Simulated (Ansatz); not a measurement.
# AlBH (quartet): the correlation ladder at distance B1–H3 = 0.967 Å, 6-31G

How much of the correlation energy of AlBH (quartet) does each wave-function method recover here?

The runs use Ansatz 0.2.0, Gaussian basis; 6-31G, core rule «outside noble gas», up to 6 orbitals frozen.

The runs, in order: UHF; CCSD(T) on ROHF; CCSD(T) on UHF; BCCD(T) on ROHF; CISD; CCSDT(Q) on ROHF; CCSDT(Q) on UHF; CISDTQ; CCSDTQ on ROHF; CCSDTQ on UHF; CASSCF and MRCISD+Q, 5 electrons in 5 orbitals; CASSCF and NEVPT2, 5 electrons in 5 orbitals; CASSCF and MRCISD+Q, 7 electrons in 9 orbitals; CASSCF and NEVPT2, 7 electrons in 9 orbitals; Full CI.

21 further runs of the same task are left out: 1 for a mislabelled method, 10 that didn't finish, 10 set aside as unsound or not needed.

## Step 1: The geometry

The geometry derives from a PBE0/def2-TZVP stationary point (not a proven minimum). One bond is set to the value named and the two fragments are kept rigid.

3 atoms, charge 0, spin multiplicity 4.

Atoms are counted from 1 here; the program's logs count them from 0.

Bond lengths: B1–Al2 1.941 Å, B1–H3 0.967 Å. Angles: Al2–B1–H3 180.0°.

## Step 2: UHF

Input file in.yaml:

```yaml
crystal:
  periodic: [false, false, false]
  atoms:
    - {symbol: B, position_ang: [0.000000, 0.000000, 0.324600]}
    - {symbol: Al, position_ang: [0.000000, 0.000000, -1.616200]}
    - {symbol: H, position_ang: [0.000000, 0.000000, 1.291600]}
basis:
  gaussian: {orbitals: 6-31G}
magnetization: {spin_polarized: true, initial_magnetization: 3}
hamiltonian: {xc: hf}
output: {orbitals: {seedname: orbitals}}
```

Run with:

```
$ ansatz run in.yaml --threads 1 --pin off --events-out ev --progress --plain --max-ram 2393MiB
```

Further steps of the session: CCSD(T) on ROHF; CCSD(T) on UHF; BCCD(T) on ROHF; CISD; CCSDT(Q) on ROHF; CCSDT(Q) on UHF; CISDTQ; CCSDTQ on ROHF; CCSDTQ on UHF; CASSCF and MRCISD+Q, 5 electrons in 5 orbitals; CASSCF and NEVPT2, 5 electrons in 5 orbitals; CASSCF and MRCISD+Q, 7 electrons in 9 orbitals; CASSCF and NEVPT2, 7 electrons in 9 orbitals; Full CI.

Before running them: what should the planned runs give, taken together? Wanted: FCI below the RHF energy; RMP2 from FCI; UMP2 from FCI; RCCSD from FCI; RCCSD(T) from FCI; UCCSD(T) from FCI; RCCSDT(Q) from FCI; UCCSDT(Q) from FCI; MRCISD+Q pair from FCI.

The runs gave:

```
                         quantity                                                                                                                                         value
         FCI below the RHF energy                                                                                                                                    -2.3099 eV
                    RMP2 from FCI                                                                                                                                    +631.8 meV
                    UMP2 from FCI                                                                                                                                    +609.8 meV
                   RCCSD from FCI                                                                                                                                     +96.0 meV
                RCCSD(T) from FCI                                                                                                                                     +30.6 meV
                UCCSD(T) from FCI                                                                                                                                     +29.4 meV
               RCCSDT(Q) from FCI                                                                                                                                      +2.2 meV
               UCCSDT(Q) from FCI                                                                                                                                      +1.7 meV
           MRCISD+Q pair from FCI                                                                                                                                     +17.6 meV
          NEVPT2 valence from FCI                                                                                                                                    +190.4 meV
        MRCISD+Q valence from FCI                                                                                                                                      +8.2 meV
levels within 1 kcal/mol (43 meV)  RCCSD(T), UCCSD(T), BCCD(T), RCCSDT, UCCSDT, CISDTQ, RCCSDT(Q), UCCSDT(Q), RCCSDTQ, UCCSDTQ, MRCISD+Q pair, MRCISD valence, MRCISD+Q valence
                    T1 diagnostic                                                                                                                                         0.034
   effectively unpaired electrons                                                                                                                                          3.03
```

What this shows: RCCSD(T) misses by +30.6 meV, 1.3 % of the correlation energy. One determinant dominates. Of the multireference levels listed MRCISD+Q valence comes nearest in total energy (+8.2 meV), which doesn't show that its space is the better one. These misses are within one basis, not against nature; the frozen cores of restricted and unrestricted runs differ, which can shift their rows.
